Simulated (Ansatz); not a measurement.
# triplet SiC: levels of theory in one basis

| atom | x (Å) | y (Å) | z (Å) |
| --- | --- | --- | --- |
| Si | 0.0000 | 0.0000 | 0.0000 |
| C | 0.0000 | 0.0000 | 1.8039 |

Basis set: def2-SVP (spherical functions). Frozen core: 6 orbitals. Correlation on ROHF uses semicanonical orbitals with singles. Charge 0, multiplicity 3.

Computed with Ansatz (development build ahead of 0.2.0); the reference of a correlated method needn't be the lowest determinant of its kind.

```tsv
method	E − E(ROHF) (eV)	<S²> of the determinant
ROHF	0.00	2.00
UHF	-0.84	2.64
ROHF-MP2	-4.13	–
UHF-MP2	-4.17	2.64
ROHF-CCSD(T)	-5.71	–
UHF-CCSD(T)	-5.66	2.64
```

Caution for ROHF, ROHF-MP2, ROHF-CCSD(T): an unrestricted determinant lies well below. Caution for UHF, UHF-MP2, UHF-CCSD(T): the unrestricted determinant is spin contaminated. Caution for ROHF-MP2: another reference gives a lower total.
